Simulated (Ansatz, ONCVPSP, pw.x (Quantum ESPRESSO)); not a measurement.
From atom to crystal: ONCV potential for Si (Z = 14)

| Property | Result |
| --- | --- |
| Element | silicon (Si) |
| Generator | ONCVPSP 4.0.1.1 (patched build) |
| Type | optimised norm-conserving Vanderbilt (ONCV) |
| Functional | LDA (Perdew-Wang 92) |
| Relativity | scalar-relativistic |
| Frozen core | [Ne] |
| Valence charge | 4 |
| Reference configuration | 3s1 3p3 |
| Partial waves | 3s: rc 1.90 bohr, ncon 4, nbas 8, qcut 3.3 1/bohr, 3 projectors, debl 3.9 Ha; 3p: rc 2.20 bohr, ncon 4, nbas 8, qcut 3.6 1/bohr, 3 projectors, debl 3.1 Ha; d scattering state at 0.12 Ha: rc 2.35 bohr, ncon 3, nbas 6, qcut 4.6 1/bohr, 3 projectors, debl 0.9 Ha |
| Local potential | polynomial inside 1.25 bohr (lpopt 2, dvloc0 0 Ha) |
| Core correction | polynomial model core, fcfact 0.6 |

Atomic tests: cutoffs needed: 12 Ha and 43 Ha (the cutoffs (Ha) at which the residual kinetic energy of the hardest occupied pseudo-wave falls to 1 and 0.1 mHa per electron) The cutoffs count occupied waves only; projector 3 of the s channel, the hardest unoccupied one, needs 56 Ha at the loose tolerance.; ghost test: no bound ghost flagged; GHOST(+) flagged for s at 355.0 eV, d at 537.0 eV; largest excitation error: +11 meV (all-electron minus pseudo) for 3s2 3p0, out of 4 test configurations.

Crystal test: diamond Si in pw.x 7.5, no spin, 9³ k-points, Fermi–Dirac smearing 0.01 Ry, cutoffs 100/400 Ry. The reference is all-electron LAPW (Ansatz 0.2.0) with the same functional, mesh and smearing; V0 and B0 come from Birch–Murnaghan fits to the pressures at five volumes. Errors are pseudo minus all-electron; Δ is the rms difference of the E(V) curves that follow from these fits, minima aligned, over ±6 % about the mean V0. Mesh and smearing are coarse, so the numbers serve the comparison and aren't converged zero-temperature values; the lattice is a test structure that the element need not adopt.

All-electron: a0 = 5.400 Å (V0 = 19.69 Å³/atom), B0 = 96.2 GPa.

Task: How far does the potential miss the all-electron equation of state?

Result: mean pressure error (GPa): -0.43; a0 (Å): 5.392; a0 error (%): -0.15; B0 error (%): -0.0; Δ (meV/atom): 1.8. The largest radius (2.35 bohr) exceeds half the bond length (2.21 bohr), so the spheres overlap, which is one possible source of error among others.

```json
{"V (Å³/atom)": "18.709", "P all-electron (GPa)": "5.46", "P pseudo (GPa)": "4.94"}
{"V (Å³/atom)": "19.202", "P all-electron (GPa)": "2.53", "P pseudo (GPa)": "2.07"}
{"V (Å³/atom)": "19.694", "P all-electron (GPa)": "-0.03", "P pseudo (GPa)": "-0.45"}
{"V (Å³/atom)": "20.186", "P all-electron (GPa)": "-2.29", "P pseudo (GPa)": "-2.67"}
{"V (Å³/atom)": "20.679", "P all-electron (GPa)": "-4.26", "P pseudo (GPa)": "-4.60"}
```

Task: At the middle volume, how do free energy and pressure move when the wave cutoff is lowered (ecutrho kept at four times it)?

Result:

```tsv
cutoff (Ry)	shift of F (meV/atom)	shift of P (GPa)
45	+22.0	-0.23
60	+15.4	+0.03
80	+6.9	-0.25
```

Input at the middle volume:

```
&control
  calculation='scf', prefix='x', pseudo_dir='./', outdir='./tmp', tstress=.true., disk_io='none'
/
&system
  ibrav=0, nat=2, ntyp=1, ecutwfc=100, ecutrho=400, nbnd=11,
  occupations='smearing', smearing='fd', degauss=0.01
/
&electrons
  conv_thr=1e-09, mixing_beta=0.4, electron_maxstep=70
/
ATOMIC_SPECIES
Si 1.0 Si.UPF
CELL_PARAMETERS angstrom
  0.00000000 2.70050288 2.70050288
  2.70050288 0.00000000 2.70050288
  2.70050288 2.70050288 0.00000000
ATOMIC_POSITIONS crystal
Si 0.0000 0.0000 0.0000
Si 0.2500 0.2500 0.2500
K_POINTS automatic
9 9 9 0 0 0
```

```bash
pw.x < Si.scf.in > Si.scf.out
```

Lines of the output:

```
Message from routine setup:
     using ibrav=0 with symmetry is DISCOURAGED, use correct ibrav instead
     lattice parameter (alat)  =       7.2170  a.u.
     unit-cell volume          =     265.8034 (a.u.)^3
     number of electrons       =         8.00
     number of Kohn-Sham states=           11
     kinetic-energy cutoff     =     100.0000  Ry
     charge density cutoff     =     400.0000  Ry
     scf convergence threshold =      1.0E-09
     Exchange-correlation= SLA  PW   NOGX NOGC
     number of k points=    35  Fermi-Dirac smearing, width (Ry)=  0.0100
     iteration #  1     ecut=   100.00 Ry     beta= 0.40
     total energy              =     -21.63604872 Ry
     estimated scf accuracy    <       0.11431186 Ry
     iteration #  2     ecut=   100.00 Ry     beta= 0.40
     total energy              =     -21.62817659 Ry
     estimated scf accuracy    <       0.02604418 Ry
     iteration #  3     ecut=   100.00 Ry     beta= 0.40
     total energy              =     -21.63090082 Ry
     estimated scf accuracy    <       0.00025184 Ry
     iteration #  4     ecut=   100.00 Ry     beta= 0.40
     c_bands:  1 eigenvalues not converged
     total energy              =     -21.63095386 Ry
     estimated scf accuracy    <       0.00003289 Ry
     iteration #  5     ecut=   100.00 Ry     beta= 0.40
     total energy              =     -21.63095627 Ry
     estimated scf accuracy    <       0.00000047 Ry
     iteration #  6     ecut=   100.00 Ry     beta= 0.40
     total energy              =     -21.63095639 Ry
     estimated scf accuracy    <          4.7E-09 Ry
     iteration #  7     ecut=   100.00 Ry     beta= 0.40
     the Fermi energy is     6.4004 ev
!    total energy              =     -21.63095640 Ry
     estimated scf accuracy    <          1.0E-10 Ry
     smearing contrib. (-TS)   =      -0.00037253 Ry
     The total energy is F=E-TS. E is the sum of the following terms:
     one-electron contribution =       5.17566854 Ry
     hartree contribution      =       1.08099616 Ry
     xc contribution           =     -10.99812300 Ry
     ewald contribution        =     -16.88912557 Ry
     convergence has been achieved in   7 iterations
          total   stress  (Ry/bohr**3)                   (kbar)     P=       -4.54
     Message from routine punch:
     Nothing written, as per user request (disk_io='none')
```

The run at the middle volume (35 k-points, 7 iterations) took about 45 s on one core of a shared host (Neoverse-N1, 64 threads, 124 GiB, load 61).
